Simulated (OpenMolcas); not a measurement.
**An input for SiH4SO (SMILES O[SiH2]S)**

SiH4SO has 7 atoms, charge 0, and is taken as a singlet. As SMILES, `O[SiH2]S`. The shape is that of a GFN2-xTB optimisation. This is one conformer, not always the lowest.

```xyz
7

O    -1.3743   -0.3615    0.1859
Si   -0.0544    0.5751    0.1900
S     1.5974   -0.4319   -0.7650
H    -1.7380   -0.7621   -0.6002
H    -0.1959    1.7831   -0.6015
H     0.2109    0.7216    1.6058
H     1.5542   -1.5243   -0.0150
```

Settings wanted:

```yaml
method: HF
reference: RHF
relativity: none
integral_approximation: none
symmetry: none
basis_set: 3-21G
task: gradient
nucleus: point
SCF_convergence_threshold: 1e-10
d_and_f_functions: spherical
```

Task: Give an OpenMolcas 26.06 job that does this.

Result: One that was run (others would do as well):

mol.xyz:
```
7

O     -1.374270    -0.361540     0.185880
Si    -0.054430     0.575140     0.190000
S      1.597440    -0.431850    -0.764950
H     -1.737970    -0.762100    -0.600250
H     -0.195930     1.783080    -0.601500
H      0.210930     0.721610     1.605830
H      1.554240    -1.524340    -0.015000
```

test.inp:
```
>>> EXPORT MOLCAS_PRINT=2

&GATEWAY
  BasLib=$CurrDir
  Coord=mol.xyz
  Basis=3-21G
  Group=NoSym

&SEWARD

&SCF
  Thresholds=1e-10 1e-07 1e-07 1e-05
  PrOrbitals=1 1

&ALASKA
```

```bash
$ export MOLCAS_MEM=1860
$ pymolcas test.inp > test.log
```

(Basis files named in the input come from the Basis Set Exchange and aren't shown.)

Calculated total energy: -759.77156 Eh, largest force 1.898 eV/Å. The shape is far from stationary at this level.
